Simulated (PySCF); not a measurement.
This PySCF input (M06-2X/def2-TZVP) gives -460.79812 Eh with 43 basis functions.

```python
import numpy as np, basis_set_exchange as bse
from pyscf import gto, scf, dft, df

basis = {'Cl': gto.basis.parse(bse.get_basis('def2-TZVP', elements=['Cl'], fmt='nwchem')), 'H': gto.basis.parse(bse.get_basis('def2-TZVP', elements=['H'], fmt='nwchem'))}
mol = gto.M(
    atom='''
    Cl   -0.00000000   -0.00000000   -0.07122178
    H     0.00000000    0.00000000    1.21077034
    ''',
    basis=basis,
    charge=0,
    verbose=4,
    max_memory=1839,
)
mf = dft.RKS(mol, xc='m062x')
mf.grids.level = 4
mf = mf.density_fit(auxbasis=df.autoaux(mol))
mf.conv_tol = 1e-9
mf.max_cycle = 100
print('smallest overlap eigenvalue', np.linalg.eigvalsh(mol.intor('int1e_ovlp'))[0])
mf.kernel()
dip = mf.dip_moment()
```

Change:
```diff
- basis = {'Cl': gto.basis.parse(bse.get_basis('def2-TZVP', elements=['Cl'], fmt='nwchem')), 'H': gto.basis.parse(bse.get_basis('def2-TZVP', elements=['H'], fmt='nwchem'))}
+ basis = {'Cl': gto.basis.parse(bse.get_basis('pcseg-3', elements=['Cl'], fmt='nwchem')), 'H': gto.basis.parse(bse.get_basis('pcseg-3', elements=['H'], fmt='nwchem'))}
```

What does the run give now?

-460.81412 Eh (M06-2X/pcseg-3, 97 functions), a change of -16.00 mEh.
